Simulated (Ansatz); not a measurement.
Cost and result for the atomization energy of `C1CCSCC1` (16 atoms, 16 bonds).

Z-matrix (Å, degrees):
```
C
C 1 1.523
C 1 1.523 2 113.2
H 1 1.098 2 109.0 3 -121.5
H 1 1.094 2 109.5 3 122.5
C 2 1.518 1 112.6 3 59.2
H 2 1.095 1 109.7 3 -62.2
H 2 1.096 1 109.5 3 -179.5
C 3 1.518 1 112.6 2 -59.2
H 3 1.095 1 109.7 2 62.2
H 3 1.096 1 109.5 2 179.5
S 6 1.805 2 112.7 1 -60.6
H 6 1.096 2 110.6 1 61.7
H 6 1.092 2 111.2 1 -179.1
H 9 1.096 3 110.6 1 -61.7
H 9 1.092 3 111.2 1 179.1
```

Total charge 0; spin multiplicity 1. The structure was optimised at the PBE0-D4/def2-TZVP level. Program: Ansatz. All runs use 2 threads of an AMD EPYC 7R13 on a shared host and a share of an NVIDIA H100 80 GB. Times are those of one run each, without the atoms' runs, and a repeat can differ threefold. Electronic energies, without spin–orbit coupling; frozen cores. CCSD(T)/CBS adds CCSD(T) − MP2 in def2-TZVPP to the MP2 limit, and its time is that of the two runs behind it. T1 = 0.010. HSE06 is the plane-wave form, built on full-range PBE exchange.

CCSD(T)/CBS is a level of theory with its own doubt, some kJ/mol a heavy atom from the limit and from the frozen cores, so smaller differences don't rank the functionals.

```
                          level  functions  wall time
             BLYP-D4/def2-TZVPP        337      2.4 s
               CCSD(T)/def2-SVP        138      3.1 s
            BHLYP-D4/def2-TZVPP        337      3.3 s
             PBE0-D4/def2-TZVPP        337      3.7 s
        CAM-B3LYP-D4/def2-TZVPP        337      3.8 s
            HSE06-D4/def2-TZVPP        337      4.6 s
              B97M-V/def2-TZVPP        337        5 s
              B2PLYP/def2-TZVPP        337      5.5 s
                 MP2/def2-QZVPP        655      5.5 s
PBE-D4/def2-TZVPP (with forces)        337      6.5 s
            PBE-QIDH/def2-TZVPP        337      6.5 s
             CCSD(T)/def2-TZVPP        337       11 s
              CCSD(T)/CBS(def2)          –       17 s
```

**Question.** What atomization energy does each give, and how far from CCSD(T)/CBS? (Best estimate.)

**Answer.** Ansatz gave: 
| level | atomization (kJ/mol) | difference from CCSD(T)/CBS | per bond |
| --- | --- | --- | --- |
| BLYP-D4/def2-TZVPP | 6350.4 | -40.4 | -2.5 |
| CCSD(T)/def2-SVP | 6130.5 | -260.3 | -16.3 |
| BHLYP-D4/def2-TZVPP | 6244.4 | -146.4 | -9.1 |
| PBE0-D4/def2-TZVPP | 6460.2 | 69.4 | 4.3 |
| CAM-B3LYP-D4/def2-TZVPP | 6411.8 | 21.0 | 1.3 |
| HSE06-D4/def2-TZVPP | 6463.8 | 73.0 | 4.6 |
| B97M-V/def2-TZVPP | 6411.0 | 20.2 | 1.3 |
| B2PLYP/def2-TZVPP | 6320.5 | -70.3 | -4.4 |
| MP2/def2-QZVPP | 6413.7 | 22.9 | 1.4 |
| PBE-D4/def2-TZVPP (with forces) | 6533.3 | 142.5 | 8.9 |
| PBE-QIDH/def2-TZVPP | 6407.4 | 16.6 | 1.0 |
| CCSD(T)/def2-TZVPP | 6247.6 | -143.2 | -9.0 |
| CCSD(T)/CBS(def2) | 6390.8 | 0.0 | 0.0 |

Leaving LDA and LC-ωPBE aside and taking each functional with its dispersion term where it has one, the values spread over 288.9 kJ/mol, from BHLYP-D4 to PBE-D4. LDA lies +805.7 kJ/mol from PBE without D4, its usual overbinding. From BLYP to BHLYP (50 % exact exchange), in def2-TZVPP and without D4, the atomization energy moves by −63.0 kJ/mol: exact exchange takes away binding that semilocal exchange gives to molecules. In def2-TZVPP, CCSD(T) changes the Hartree–Fock value by +1470.5 kJ/mol (the triples alone add +86.7 kJ/mol) and MP2 by +1552.9 kJ/mol; breaking electron pairs costs correlation energy, which Hartree–Fock lacks.
